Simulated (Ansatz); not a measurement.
# BSiPH (quartet): from Hartree-Fock to the top rungs at a displaced geometry (v2), cc-pVDZ

An exercise on one series of results from a longer session: the logs are not shown, and one member is left open.

Computed with Ansatz 0.2.0, Gaussian basis. Level: cc-pVDZ, core rule «outside noble gas», up to 11 orbitals frozen.

The runs, in order: UHF; CCSD(T) on ROHF; CCSD(T) on UHF; BCCD(T) on ROHF; CISD; CCSDT(Q) on ROHF; CCSDT(Q) on UHF.

20 further runs of the same task are left out: 8 that didn't finish, 12 set aside as unsound or not needed.

## What is computed

The geometry is a PBE0/def2-TZVP stationary point (not a proven minimum) with its atoms shifted at random (size 0.100 Å).

4 atoms, charge 0, spin multiplicity 4.

Atoms are counted from 1 here; the program's logs count them from 0.

Bond lengths: B1–Si2 1.927 Å, B1–P3 1.755 Å, Si2–H4 1.436 Å. Angles: Si2–B1–P3 170.3°, B1–Si2–H4 124.8°.

Set-up of the first run:

File in.yaml:

```yaml
crystal:
  periodic: [false, false, false]
  atoms:
    - {symbol: B, position_ang: [0.064334, -0.192872, -0.748063]}
    - {symbol: Si, position_ang: [-0.100249, -0.327904, 1.167087]}
    - {symbol: P, position_ang: [-0.023618, -0.246441, -2.500415]}
    - {symbol: H, position_ang: [0.059533, 0.767217, 2.081391]}
basis:
  gaussian: {orbitals: cc-pVDZ}
magnetization: {spin_polarized: true, initial_magnetization: 3}
hamiltonian: {xc: hf}
output: {orbitals: {seedname: orbitals}}
```

Run with:

```console
> ansatz run in.yaml --threads 1 --pin off --events-out ev --progress --plain --max-ram 2393MiB
```

Steps of the session up to this table: UHF; CCSD(T) on ROHF; CCSD(T) on UHF; BCCD(T) on ROHF; CISD; CCSDT(Q) on ROHF; CCSDT(Q) on UHF.

One of the session's tables, all rows but one given; the rest of the session is left out.

It belongs to the step «Misses and costs». 

```
   method  from RCCSDT(Q) (meV)
     ROHF               +7849.8
      UHF                     ?
     RMP2               +1550.1
     UMP2               +1794.3
     CISD               +1233.1
    RCCSD                +438.3
    UCCSD                +422.5
 RCCSD(T)                 +87.5
 UCCSD(T)                +101.0
  BCCD(T)                 +86.6
   RCCSDT                 +28.4
   UCCSDT                 +25.4
RCCSDT(Q)                     0
UCCSDT(Q)                  -4.0
```

Estimate the missing values for UHF.

**Answer.** from RCCSDT(Q) (meV): +7517.3. In the column «from RCCSDT(Q) (meV)» it lies between UMP2 (+1794.3) and ROHF (+7849.8).

Caveats from the session: Restricted and unrestricted rows rest on different reference determinants; where their highest levels disagree by more than a few hundredths of an eV, they describe different states and don't form one ladder.
